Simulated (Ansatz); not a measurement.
Basis-set extrapolation for C3H5N (`CC1=NC1`) (PBE0-D4/def2-TZVP geometry, frozen core, Ansatz). Multiplicity 1, RHF reference.

```tsv
	def2-TZVPP	def2-QZVPP
HF	-170.955557	-170.963369
MP2 correlation	-0.693364	-0.737778
CCSD(T) correlation	-0.751042	not run
```

Energies in hartree. Use E(X) = E(∞) + A·exp(−7.88·√X) for Hartree–Fock and E(X) = E(∞) + B·X^(−2.97) for correlation, with X = 3 and 4, and add CCSD(T) minus MP2 of the smaller set to the MP2 limit.

Question: What is the CCSD(T) energy at the basis-set limit?

Answer: HF limit: -170.963369 + (-0.007812) × 0.13774 = -170.96445. MP2 limit: -0.737778 + (-0.044414) × 0.74074 = -0.77068. Higher-order term: -0.751042 − (-0.693364) = -0.05768. Total: -171.79281 hartree, 54.1 kcal/mol below CCSD(T)/def2-TZVPP.
